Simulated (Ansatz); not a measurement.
Basis-set series for C$_{5}$H$_{6}$. The species carries charge 0 and has multiplicity 1. The bonds changed during the relaxation, so this is another structure than the one it started from. All single points use the PBE0-D4/def2-TZVP geometry.

Cartesian coordinates in Å:
```
C 0.420 0.426 -1.674
C -0.258 0.113 -0.408
C -0.809 0.609 0.662
C -0.685 0.313 1.962
C 0.141 -0.670 0.899
H 1.441 0.793 -1.513
H -0.136 1.209 -2.193
H 0.471 -0.441 -2.335
H -1.496 -0.138 2.524
H -0.284 -1.668 0.946
H 1.194 -0.546 1.130
```

| functional | basis | functions | energy (Eh) | HOMO (eV) | LUMO (eV) |
| --- | --- | --- | --- | --- | --- |
| PBE0-D4 | def2-SVP | 100 | -193.57489 | -5.44 | -0.13 |
| PBE0-D4 | def2-TZVPP | 239 | -193.78599 | -5.56 | -0.26 |
| ωB97M-V | def2-SVP | 100 | -193.70260 | -7.50 | 2.10 |
| ωB97M-V | def2-TZVPP | 239 | -193.92480 | -7.66 | 1.83 |

Task: Give the rows for def2-QZVPP. (Best estimate.)

Result: Computed: 
```tsv
functional	basis	functions	energy (Eh)	HOMO (eV)	LUMO (eV)
PBE0-D4	def2-QZVPP	465	-193.79682	-5.58	-0.34
ωB97M-V	def2-QZVPP	465	-193.93501	-7.68	1.52
```

Positive LUMOs are unbound and depend on the basis.
